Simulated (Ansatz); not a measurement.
System: cubic perovskite KTaO3. Method: PBE0 in Ansatz (plane waves, PAW).

Numerical settings: plane-wave cutoff 460 eV, 6×6×6 k mesh, Fermi–Dirac smearing 0.01 eV, scalar-relativistic PAW data made under PBE.

Results at a series of volumes:

```json
[
 {"V (Å³/atom)": "12.018", "E − E_lowest (meV/atom)": "23.47", "P (GPa)": "12.51"},
 {"V (Å³/atom)": "12.334", "E − E_lowest (meV/atom)": "5.38", "P (GPa)": "5.97"},
 {"V (Å³/atom)": "12.776", "E − E_lowest (meV/atom)": "0.00", "P (GPa)": "-1.82"},
 {"V (Å³/atom)": "12.966", "E − E_lowest (meV/atom)": "3.93", "P (GPa)": "-4.75"},
 {"V (Å³/atom)": "13.283", "E − E_lowest (meV/atom)": "17.72", "P (GPa)": "-9.12"}
]
```

Q: Estimate the bulk modulus from the pressures at 12.334 and 12.776 Å³/atom, and compare it with a fit to all energies.

A: B = −V dP/dV. Between V = 12.334 and 12.776 Å³/atom, dP/dV = (-1.82 − (5.97))/(12.776 − 12.334) = -17.6 GPa per Å³/atom; at the midpoint 12.555 Å³/atom this gives B ≈ 221 GPa. The third-order Birch–Murnaghan fit gives V0 = 12.665 Å³/atom, B0 = 213 GPa, B′ = 4.4, which lies 4 % below that estimate.

Measured, for comparison: bulk modulus 220 GPa (temperature not stated, no zero-point or thermal correction; as tabulated in Tinte et al. (1998), arXiv:cond-mat/9809379). Computed (rounded) less measured: bulk modulus -3 %.

Spin–orbit coupling is not included.

Static lattice: no zero-point or thermal effects.

Ansatz is a quantum-chemistry and plane-wave program.
